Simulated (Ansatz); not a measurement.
This script drives the Python package of Ansatz (0.2.0).

`c2h7n_scan.py`
```python
"""Stretching a bond of C2H7N(+), the rest held rigid."""

from dataclasses import dataclass

import ansatz
from ase import Atoms
import numpy as np


@dataclass
class Settings:
    basis: str = "def2-SVP"
    xc: str = "r2scan"
    net_charge: int = 1


settings = Settings()

atoms = Atoms(["C", "N", "C", "H", "H", "H", "H", "H", "H", "H"], positions=[
    [1.1826, 0.1897, 0.1542],
    [0.0109, 0.1795, -0.7228],
    [-1.2053, -0.0435, 0.0603],
    [1.2855, -0.7789, 0.6919],
    [1.1083, 1.0203, 0.8889],
    [2.096, 0.3519, -0.456],
    [0.1155, -0.6251, -1.3843],
    [-1.1607, -1.0178, 0.5958],
    [-2.0826, -0.0562, -0.6203],
    [-1.3502, 0.7802, 0.7923],
])
c2h7n = ansatz.Crystal.molecule_from_ase(atoms)

symbols = [site.symbol for site in c2h7n.cartesian_sites]
start = np.array([site.position_ang for site in c2h7n.cartesian_sites])
axis = (start[3] - start[0]) / np.linalg.norm(start[3] - start[0])
moving = [3]
lengths, energies = [0.95, 1.02, 1.11, 1.22, 1.39, 1.67, 2.0, 2.45], []
for length in lengths:
    xyz = start.copy()
    xyz[moving] += (length - np.linalg.norm(start[3] - start[0])) * axis
    point = ansatz.Crystal.molecule()
    for symbol, place in zip(symbols, xyz):
        point = point.atom(symbol, place.tolist())
    calculation = (
        point.calculation()
        .basis(gaussian=settings.basis)
        .functional(settings.xc)
        .charge(settings.net_charge)
        .spin("collinear", total=1)
    )
    data = calculation.run(threads=1, pin="off").report
    energies.append(data["free_energy_ev"])
    print(f"r = {length:6.3f} A  E = {energies[-1]:.5f} eV  <S^2> = {abs(data['mean_field']['state']['spin_squared']):.3f}")

print("energy above the lowest point (eV):", [round(e - min(energies), 3) for e in energies])
```

It is started by `python c2h7n_scan.py`. How long does it take on 1 thread of Arm Neoverse V2, on a shared host, and how much memory does it need?

It took about 37 s, with a peak of 0.26 GiB, for 8 runs of the engine.

Running `python c2h7n_scan.py` prints:
```text
r =  0.950 A  E = -3663.50030 eV  <S^2> = 0.755
r =  1.020 A  E = -3663.90133 eV  <S^2> = 0.755
r =  1.110 A  E = -3664.04759 eV  <S^2> = 0.755
r =  1.220 A  E = -3663.88798 eV  <S^2> = 0.756
r =  1.390 A  E = -3663.30254 eV  <S^2> = 0.759
r =  1.670 A  E = -3662.20582 eV  <S^2> = 0.789
r =  2.000 A  E = -3661.35471 eV  <S^2> = 0.839
r =  2.450 A  E = -3660.82339 eV  <S^2> = 0.827
energy above the lowest point (eV): [0.547, 0.146, 0.0, 0.16, 0.745, 1.842, 2.693, 3.224]
```

Reading the output:
- Total energies depend on the basis set; only differences at equal settings carry meaning.
- The rest of the molecule is held rigid at a force-field or estimated start geometry, and the basis set is modest; single-reference methods fail as a bond breaks.
- The species is open-shell (spin multiplicity 2).
- The expectation value of S² is noticeably off S(S+1) in at least one run, so that state is spin-contaminated.
- For an odd-electron ion, approximate functionals spread the charge over both fragments and lower the stretched end too much.
